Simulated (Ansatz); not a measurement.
## What a trial cell of Nb₃Re relaxes into

All numbers below come from DFT PBE, scalar-relativistic, plane waves, PAW in Ansatz. Cutoff 420 eV, Γ-centred k mesh, Gaussian smearing, no spin polarisation in the final step.

The start puts Nb₃Re on the Ni3Sn (D0_19) structure type (P6_3/mmc, No. 194), with Re in place of Sn, Nb in place of Ni, at a guessed volume.

```
Nb Re
1.0
     5.65445    0.00000    0.00000
    -2.82723    4.89690    0.00000
     0.00000    0.00000    4.53857
Nb Re
6 2
Direct
  0.83300 0.66600 0.25000
  0.16700 0.83300 0.75000
  0.33400 0.16700 0.25000
  0.16700 0.33400 0.75000
  0.83300 0.16700 0.25000
  0.66600 0.83300 0.75000
  0.33333 0.66667 0.25000
  0.66667 0.33333 0.75000
```

Cell and atoms relax at zero pressure; the relaxation can't lower the symmetry of the start. After a coarse first stage the cell is made exact in the group found at 0.06 Å.

Energies over the elements count from the elements' standard structures at the same level, with no empirical corrections.

**Question.** What does it relax into?

**Answer.** It keeps P6_3/mmc (No. 194). The result still has the Ni3Sn (D0_19) structure. Conventional cell: a = 5.647 Å, c = 5.117 Å. Nb is coordinated by 4 Nb at 2.77–2.87 Å, 2 Re at 2.82 Å, 2 Re at 3.02 Å and 4 Nb at 3.05 Å; Re is coordinated by 6 Nb at 2.82 Å and 6 Nb at 3.02 Å.

```cif
data_structure
_symmetry_space_group_name_H-M 'P6_3/mmc'
_symmetry_Int_Tables_number 194
_cell_length_a 5.6468
_cell_length_b 5.6468
_cell_length_c 5.1172
_cell_angle_alpha 90.000
_cell_angle_beta 90.000
_cell_angle_gamma 120.000
_cell_volume 141.31
loop_
_atom_site_label
_atom_site_type_symbol
_atom_site_symmetry_multiplicity
_atom_site_Wyckoff_symbol
_atom_site_fract_x
_atom_site_fract_y
_atom_site_fract_z
_atom_site_occupancy
Nb1 Nb 6 h 0.83047 0.66093 0.25000 1
Re1 Re 2 c 0.33333 0.66667 0.25000 1
```

**Question.** What are its volume, energy, density and gap?

**Answer.** The volume per atom is 17.66 Å³. The density is 10.93 g/cm³. The energy over the elements is 0.24 eV/atom. The gap on the 12×12×8 mesh is 0 eV (a metal).

The final run used a 12×12×8 mesh on its 8-atom cell and 0.10 eV smearing. For metals, differences of a few meV/atom aren't resolved. Spin–orbit coupling is left out. A structure relaxed within its symmetry needn't be a true minimum.

Cost: 3 runs of about 2.4 core-minutes in all, on Intel Xeon 6975P-C (Granite Rapids) (shared hosts).